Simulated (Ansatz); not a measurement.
I need a single point in a Gaussian basis of C3H6OS, SMILES COC(C)=S. Use the Ansatz DFT code, driven from Python. Settings: PBE, def2-SVPD basis, multiplicity 1, D4 dispersion.

`c3h6os_energy.py`
```python
# -*- coding: utf-8 -*-
"""Electronic structure of the C3H6OS molecule."""

from pathlib import Path

import ansatz as az
from rdkit import Chem
from rdkit.Chem import AllChem

# start geometry from RDKit
rd = Chem.AddHs(Chem.MolFromSmiles("COC(C)=S"))
AllChem.EmbedMolecule(rd, randomSeed=386)
AllChem.UFFOptimizeMolecule(rd)
system = az.Crystal.molecule()
for atom, xyz in zip(rd.GetAtoms(), rd.GetConformer().GetPositions()):
    system = system.atom(atom.GetSymbol(), xyz.round(5).tolist())

calculation = (
    system.calculation()
    .basis(gaussian="def2-SVPD")
    .functional("pbe", dispersion="d4")
    .accuracy("medium")
    .scf(lower_state_search="standard")
    .orbitals()
)
outcome = calculation.run(runs_dir="c3h6os_runs")
r = outcome.report

print("reference energy %16.6f eV" % r["reference_energy_ev"])
print("total energy     %16.6f eV" % r["free_energy_ev"])
print("occupied orbitals outside the frozen core (up, down):", r["n_occupied"], " frozen:", r["n_frozen"], " virtual:", r["n_virtual"])

state = r["mean_field"]["state"]
print(f"mean field: {state['energy']['hartree']:.7f} Ha, <S^2> = {abs(state['spin_squared']):.4f}, stability: {state.get('stability', {}).get('kind')}")

lines = Path(r["orbitals_path"]).read_text().splitlines()
field_of = lambda key: [line.split("=")[1].strip() for line in lines if line.startswith(key)]
orbitals = [(27.211386 * float(e), s, float(n)) for e, s, n in zip(field_of("Ene="), field_of("Spin="), field_of("Occup="))]
homo = max(e for e, _, n in orbitals if n > 0.5)
lumo = min(e for e, _, n in orbitals if n < 0.5)
print(f"HOMO {homo:.3f} eV, LUMO {lumo:.3f} eV, gap {lumo - homo:.3f} eV")
```

Output of `python c3h6os_energy.py`:
```text
reference energy    -16072.932177 eV
total energy        -16073.153158 eV
occupied orbitals outside the frozen core (up, down): [24, 24]  frozen: 0  virtual: [134, 134]
mean field: -590.6693629 Ha, <S^2> = 0.0000, stability: minimum
HOMO -5.341 eV, LUMO -2.518 eV, gap 2.823 eV
```

What to keep in mind:
- These settings explore the input space; basis and method may be short of convergence.
- The geometry is a force-field or estimated start, not a minimum of this method, and the basis set is short of its limit.
- Total less reference energy is the dispersion correction.
- Levels such as HOMO and LUMO are orbital energies: with these approximate functionals they aren't the ionisation energy and electron affinity, and their gap isn't the fundamental gap.
- Timing: 4.6 s on 1 thread of Arm Neoverse V2, on a shared host, peak memory 0.31 GiB.

(A comment or docstring line of the script was reworded after the run, the code is as it ran; lines on the test bed's own set-up are left out of the output.)
